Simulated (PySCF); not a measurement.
# Molecular orbitals of NaO

r²SCAN at R = 2.063 Å; basis Na jorge-DZP-DKH, O jorge-DZP-DKH; spin-free X2C with a Gaussian nucleus; PySCF 2.14. State: ²Π (doublet), unpaired electrons π ↑. Only the outer orbitals are listed, counted within each symmetry.

```
spin  orbital  occ.  ε (eV)  on Na (%)   main shells (%)
   α       3σ     1  -59.42        100          100 Na s
   α       1π     1  -29.89        100          100 Na p
   α       1π     1  -29.86        100          100 Na p
   α       4σ     1  -29.75        100          100 Na p
   α       5σ     1  -20.71          3            97 O s
   α       2π     1   -6.30          3            97 O p
   α       6σ     1   -4.59          7            92 O p
   α       2π     1   -4.31          6            94 O p
   α       7σ     0   -1.45         97  80 Na s, 18 Na p
   α       3π     0    0.21         99           96 Na p
   α       3π     0    0.23         99           94 Na p
   β       3σ     1  -59.42        100          100 Na s
   β       1π     1  -29.89        100          100 Na p
   β       1π     1  -29.86        100          100 Na p
   β       4σ     1  -29.75        100          100 Na p
   β       5σ     1  -18.21          4            95 O s
   β       6σ     1   -3.84         11    88 O p, 9 Na s
   β       2π     1   -3.58          9            91 O p
   β       2π     0   -1.70         19   81 O p, 14 Na p
   β       7σ     0   -1.56         94  75 Na s, 19 Na p
   β       3π     0    0.23         97           92 Na p
```

Task: Which are the highest filled and the lowest empty level, where do they sit, and how wide is the gap?

Result: Highest filled β 2π at -3.58 eV (in %: 91 O p); lowest empty β 2π at -1.70 eV (in %: 81 O p, 14 Na p); the gap at r²SCAN is 1.88 eV. Both belong to one degenerate shell, split only by its one-sided filling, so this is no excitation gap.

| Quantity | Value |
| --- | --- |
| bond order (Mayer) | 0.81 |
| ⟨S²⟩ | 0.762 |
| charge on Na (Mulliken, basis-dependent) | 0.56 |
| charge on Na (Löwdin, basis-dependent) | 0.32 |
| dipole moment (positive dipole means Na(−)O(+)) | -7.69 D |

The state is the lowest determinant that a PBE0 search found; another state may lie lower at other levels.
